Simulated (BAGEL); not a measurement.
**One shape, several levels: doublet [C3H2O3]+**

Wanted: a comparison of 4 runs (UHF/STO-3G, UHF/3-21G, ROHF/6-31G*, UHF/6-31G*) of doublet [C3H2O3]+. 

Program for the calculation: BAGEL 1.2.2.

## Step 1: The system as given

[C3H2O3]+: 8 atoms, total charge +1, spin state doublet. SMILES of the parent species: `O=c1occo1`. The coordinates come from a PBE0-D4/def2-TZVP relaxation. That shape belongs to the parent species and isn't relaxed for this state.

Bond lengths: O1–C2 1.183 Å, C2–O3 1.360 Å, O3–C4 1.372 Å, C4–C5 1.324 Å, C2–O6 1.360 Å, C5–O6 1.372 Å, C4–H7 1.075 Å, C5–H8 1.075 Å. Some angles: O1–C2–O3 126.1°, O1–C2–O6 126.1°, O3–C2–O6 107.9°, C2–O3–C4 107.5°, O3–C4–C5 108.6°, C4–C5–O6 108.6°, C2–O6–C5 107.5°, O3–C4–H7 117.8°, C5–C4–H7 133.5°, C4–C5–H8 133.5°.

## Step 2: The energy at UHF/STO-3G (density fitting with cc-pvqz-jkfit) (run 1)

File calc.json:

```json
{ "bagel": [

{
  "title": "molecule",
  "basis": "sto-3g",
  "df_basis": "cc-pvqz-jkfit",
  "angstrom": true,
  "geometry": [
    { "atom": "O", "xyz": [      -0.926590,      -0.356380,       2.272850 ] },
    { "atom": "C", "xyz": [      -0.484680,      -0.186450,       1.188930 ] },
    { "atom": "O", "xyz": [      -0.945040,      -0.749090,       0.039280 ] },
    { "atom": "C", "xyz": [      -0.157100,      -0.292550,      -0.986290 ] },
    { "atom": "C", "xyz": [       0.757190,       0.523330,      -0.485620 ] },
    { "atom": "O", "xyz": [       0.573900,       0.606370,       0.871060 ] },
    { "atom": "H", "xyz": [      -0.377540,      -0.637090,      -1.980570 ] },
    { "atom": "H", "xyz": [       1.559880,       1.091840,      -0.919630 ] }
  ]
},

{
  "title": "uhf",
  "charge": 1,
  "nopen": 1
},

{
  "title": "print",
  "file": "orbitals.molden",
  "orbitals": true
}

]}
```

The run is started by

```sh
$ BAGEL_NUM_THREADS=1 BAGEL calc.json > calc.out
```

Standard output:

```text
* using 1 threads per process

  ===============================================================
  ===============================================================

  *** Geometry ***

  { "atom" : "O", "xyz" : [     -1.751001,     -0.673461,      4.295064 ] },
  { "atom" : "C", "xyz" : [     -0.915912,     -0.352339,      2.246752 ] },
  { "atom" : "O", "xyz" : [     -1.785867,     -1.415575,      0.074228 ] },
[... 4 lines of this table left out ...]
  { "atom" : "H", "xyz" : [      2.947746,      2.063279,     -1.737849 ] },

  Number of auxiliary basis functions:      738

  Since a DF basis is specified, we compute 2- and 3-index integrals:
    o Being stored without compression. Storage requirement is 0.006 GB

  Number of basis functions:       32
  Number of electrons      :       44

    * METHOD: MOLECULE                             0.44

  *** Open-shell HF ***

  === Nuclear Repulsion ===
   230.7524244863

      * DIIS with orbital gradients will be used.

  === UHF iteration (sto-3g) ===
      0       -334.33325618          0.05786380           0.07
      1       -334.49634743          0.04329762           0.07
      2       -334.57474739          0.02535235           0.08
[... 18 lines of this table left out ...]
     21       -334.63890293          0.00000001           0.07
    * SCF iteration converged.

    * S^2 (UHF) is 0.9526

    * Permanent dipole moment:
           (   -0.596950,    -0.229559,     1.464219) a.u.

    * METHOD: UHF                                  1.68

    * METHOD: PRINT                                0.00

  ===============================================================
```

Run time: 2.4 s. Hardware: 1 thread of Arm Neoverse V2, shared host; peak memory 0.081 GiB.

## Step 3: The energy at UHF/3-21G (density fitting with cc-pvqz-jkfit) (run 2)

File calc.json:

```json
{ "bagel": [

{
  "title": "molecule",
  "basis": "3-21g",
  "df_basis": "cc-pvqz-jkfit",
  "angstrom": "true",
  "geometry": [
    { "atom": "O", "xyz": [   -0.926590,   -0.356380,    2.272850 ] },
    { "atom": "C", "xyz": [   -0.484680,   -0.186450,    1.188930 ] },
    { "atom": "O", "xyz": [   -0.945040,   -0.749090,    0.039280 ] },
    { "atom": "C", "xyz": [   -0.157100,   -0.292550,   -0.986290 ] },
    { "atom": "C", "xyz": [    0.757190,    0.523330,   -0.485620 ] },
    { "atom": "O", "xyz": [    0.573900,    0.606370,    0.871060 ] },
    { "atom": "H", "xyz": [   -0.377540,   -0.637090,   -1.980570 ] },
    { "atom": "H", "xyz": [    1.559880,    1.091840,   -0.919630 ] }
  ]
},
{ "title": "uhf", "charge": 1, "nopen": 1 },
{ "title": "print", "file": "orbitals.molden", "orbitals": "true" }

]}
```

The run is started by

```sh
$ BAGEL_NUM_THREADS=1 BAGEL calc.json > calc.out
```

Standard output:

```text
* using 1 threads per process

  ===============================================================
  ===============================================================

  *** Geometry ***

  { "atom" : "O", "xyz" : [     -1.751001,     -0.673461,      4.295064 ] },
  { "atom" : "C", "xyz" : [     -0.915912,     -0.352339,      2.246752 ] },
  { "atom" : "O", "xyz" : [     -1.785867,     -1.415575,      0.074228 ] },
[... 4 lines of this table left out ...]
  { "atom" : "H", "xyz" : [      2.947746,      2.063279,     -1.737849 ] },

  Number of auxiliary basis functions:      738

  Since a DF basis is specified, we compute 2- and 3-index integrals:
    o Being stored without compression. Storage requirement is 0.020 GB

  Number of basis functions:       58
  Number of electrons      :       44

    * METHOD: MOLECULE                             0.44

  *** Open-shell HF ***

  === Nuclear Repulsion ===
   230.7524244863

      * DIIS with orbital gradients will be used.

  === UHF iteration (3-21g) ===
      0       -336.81301755          0.05776933           0.13
      1       -336.94276811          0.04969041           0.13
      2       -336.99799979          0.03887383           0.15
[... 20 lines of this table left out ...]
     23       -337.08908746          0.00000001           0.13
    * SCF iteration converged.

    * S^2 (UHF) is 0.9007

    * Permanent dipole moment:
           (   -1.018056,    -0.391503,     2.497130) a.u.

    * METHOD: UHF                                  3.36

    * METHOD: PRINT                                0.01

  ===============================================================
```

Wall time 4.2 s (1 thread of Arm Neoverse V2, shared host); peak memory 0.11 GiB.

## Step 4: The energy at ROHF/6-31G(d) (density fitting with cc-pvqz-jkfit, spherical functions) (run 3)

File job.json:

```json
{ "bagel": [

{
  "title": "molecule",
  "basis": "6-31gs.json",
  "df_basis": "cc-pvqz-jkfit",
  "angstrom": true,
  "geometry": [
    { "atom": "O", "xyz": [   -0.926590,   -0.356380,    2.272850 ] },
    { "atom": "C", "xyz": [   -0.484680,   -0.186450,    1.188930 ] },
    { "atom": "O", "xyz": [   -0.945040,   -0.749090,    0.039280 ] },
    { "atom": "C", "xyz": [   -0.157100,   -0.292550,   -0.986290 ] },
    { "atom": "C", "xyz": [    0.757190,    0.523330,   -0.485620 ] },
    { "atom": "O", "xyz": [    0.573900,    0.606370,    0.871060 ] },
    { "atom": "H", "xyz": [   -0.377540,   -0.637090,   -1.980570 ] },
    { "atom": "H", "xyz": [    1.559880,    1.091840,   -0.919630 ] }
  ]
},
{ "title": "rohf", "charge": 1, "nopen": 1 },
{ "title": "print", "file": "orbitals.molden", "orbitals": true }

]}
```

The basis set 6-31G* is read from a file made from the Basis Set Exchange's data (not shown).

The run is started by

```sh
$ BAGEL_NUM_THREADS=1 BAGEL job.json > job.out
```

Standard output:

```text
* using 1 threads per process

  ===============================================================
  ===============================================================

  *** Geometry ***

  { "atom" : "O", "xyz" : [     -1.751001,     -0.673461,      4.295064 ] },
  { "atom" : "C", "xyz" : [     -0.915912,     -0.352339,      2.246752 ] },
  { "atom" : "O", "xyz" : [     -1.785867,     -1.415575,      0.074228 ] },
[... 4 lines of this table left out ...]
  { "atom" : "H", "xyz" : [      2.947746,      2.063279,     -1.737849 ] },

  Number of auxiliary basis functions:      738

  Since a DF basis is specified, we compute 2- and 3-index integrals:
    o Being stored without compression. Storage requirement is 0.046 GB

  Number of basis functions:       88
  Number of electrons      :       44

    * METHOD: MOLECULE                             0.53

  *** Open-shell HF ***

  === Nuclear Repulsion ===
   230.7524244863

      * DIIS with orbital gradients will be used.

  === ROHF iteration (6-31gs.json) ===
      0       -338.68379322          0.04857056           0.22
      1       -338.83627906          0.03790012           0.23
      2       -338.90488257          0.02827295           0.22
[... 14 lines of this table left out ...]
     17       -338.99912390          0.00000000           0.22
    * SCF iteration converged.

    * S^2 (ROHF) is 0.7500

    * Permanent dipole moment:
           (   -1.248228,    -0.480024,     3.061712) a.u.

    * METHOD: ROHF                                 4.16

    * METHOD: PRINT                                0.01

  ===============================================================
```

Run time: 5.1 s. Hardware: 1 thread of Arm Neoverse V2, shared host; peak memory 0.16 GiB.

## Step 5: A single-point energy at UHF/6-31G(d) (density fitting with cc-pvqz-jkfit, spherical functions) (run 4)

File input.json:

```json
{ "bagel": [

{
  "title": "molecule",
  "basis": "6-31gs.json",
  "df_basis": "cc-pvqz-jkfit",
  "angstrom": "true",
  "geometry": [
    { "atom": "O", "xyz": [      -0.926590,      -0.356380,       2.272850 ] },
    { "atom": "C", "xyz": [      -0.484680,      -0.186450,       1.188930 ] },
    { "atom": "O", "xyz": [      -0.945040,      -0.749090,       0.039280 ] },
    { "atom": "C", "xyz": [      -0.157100,      -0.292550,      -0.986290 ] },
    { "atom": "C", "xyz": [       0.757190,       0.523330,      -0.485620 ] },
    { "atom": "O", "xyz": [       0.573900,       0.606370,       0.871060 ] },
    { "atom": "H", "xyz": [      -0.377540,      -0.637090,      -1.980570 ] },
    { "atom": "H", "xyz": [       1.559880,       1.091840,      -0.919630 ] }
  ]
},

{ "title": "uhf", "charge": 1, "nopen": 1 },

{ "title": "print", "file": "orbitals.molden", "orbitals": "true" }

]}
```

The basis set 6-31G* is read from a file made from the Basis Set Exchange's data (not shown).

The run is started by

```sh
$ BAGEL_NUM_THREADS=1 BAGEL input.json > input.out
```

Standard output:

```text
* using 1 threads per process

  ===============================================================
  ===============================================================

  *** Geometry ***

  { "atom" : "O", "xyz" : [     -1.751001,     -0.673461,      4.295064 ] },
  { "atom" : "C", "xyz" : [     -0.915912,     -0.352339,      2.246752 ] },
  { "atom" : "O", "xyz" : [     -1.785867,     -1.415575,      0.074228 ] },
[... 4 lines of this table left out ...]
  { "atom" : "H", "xyz" : [      2.947746,      2.063279,     -1.737849 ] },

  Number of auxiliary basis functions:      738

  Since a DF basis is specified, we compute 2- and 3-index integrals:
    o Being stored without compression. Storage requirement is 0.046 GB

  Number of basis functions:       88
  Number of electrons      :       44

    * METHOD: MOLECULE                             0.53

  *** Open-shell HF ***

  === Nuclear Repulsion ===
   230.7524244863

      * DIIS with orbital gradients will be used.

  === UHF iteration (6-31gs.json) ===
      0       -338.68379322          0.04857056           0.22
      1       -338.84024499          0.03776111           0.23
      2       -338.91077661          0.02800015           0.22
[... 34 lines of this table left out ...]
     37       -339.00451178          0.00000001           0.22
    * SCF iteration converged.

    * S^2 (UHF) is 0.8277

    * Permanent dipole moment:
           (   -1.154648,    -0.444037,     2.832175) a.u.

    * METHOD: UHF                                  8.67

    * METHOD: PRINT                                0.01

  ===============================================================
```

Run time: 9.6 s. Hardware: 1 thread of Arm Neoverse V2, shared host; peak memory 0.16 GiB.

## Step 6: Overview of the runs

| run | level | energy (Eh) | ⟨S²⟩ | wall time |
| --- | --- | --- | --- | --- |
| 1 | UHF/STO-3G (density fitting with cc-pvqz-jkfit) | -334.638903 | 0.953 | 2.4 s |
| 2 | UHF/3-21G (density fitting with cc-pvqz-jkfit) | -337.089087 | 0.901 | 4.2 s |
| 3 | ROHF/6-31G* (density fitting with cc-pvqz-jkfit, spherical functions) | -338.999124 | 0.750 | 5.1 s |
| 4 | UHF/6-31G* (density fitting with cc-pvqz-jkfit, spherical functions) | -339.004512 | 0.828 | 9.6 s |

## Step 7: Results

```
           quantity          value
run 4: total energy  -339.00451 Eh
        run 4: ⟨S²⟩          0.828
```

What this shows: In run 1 the basis is minimal, so the values are rough. Spin contamination of the reference: run 1 ⟨S²⟩ = 0.95, run 2 ⟨S²⟩ = 0.90. All runs together took 21 s, the longest 9.6 s.
